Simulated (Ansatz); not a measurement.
**BPH+ (quintet): from Hartree-Fock to the top rungs, def2-TZVPP**

An exercise on one series of results from a longer session: the logs are not shown, and one member is left open.

The runs use Ansatz 0.2.0, Gaussian basis; def2-TZVPP, core rule «outside noble gas», up to 6 orbitals frozen.

To be run: UHF; ROHF; CCSD(T) on UHF.

**What is computed**

The geometry is a PBE0/def2-TZVP stationary point (not a proven minimum) of the parent state, kept for this charge and spin.

3 atoms, charge 1, spin multiplicity 5.

Atoms are counted from 1 here; the program's logs count them from 0.

Bond lengths: B1–P2 1.858 Å, P2–H3 1.442 Å. Angles: B1–P2–H3 101.3°.

Set-up of the first run:

File in.yaml:

```yaml
crystal:
  periodic: [false, false, false]
  atoms:
    - {symbol: B, position_ang: [0.000000, 0.086612, 1.392821]}
    - {symbol: P, position_ang: [0.000000, -0.072913, -0.458159]}
    - {symbol: H, position_ang: [0.000000, 1.311623, -0.860062]}
basis:
  gaussian: {orbitals: def2-TZVPP}
total_charge: 1
magnetization: {spin_polarized: true, initial_magnetization: 4}
hamiltonian: {xc: hf}
output: {orbitals: {seedname: orbitals}}
```

On the command line:

```
$ ansatz run in.yaml --threads 1 --pin off --events-out ev --progress --plain --max-ram 2816MiB --backend cpu
```

Among the steps run: UHF; ROHF; CCSD(T) on UHF.

One of the session's tables, all rows but one given; the rest of the session is left out.

| method | from UCCSD(T) (meV) |
| --- | --- |
| ROHF | +4509.4 |
| UHF | +4425.4 |
| UMP2 | ? |
| UCCSD | +173.2 |
| UCCSD(T) | 0 |

Estimate the missing values for UMP2.

As computed: from UCCSD(T) (meV): +968.1. In the column «from UCCSD(T) (meV)» it lies between UCCSD (+173.2) and UHF (+4425.4).
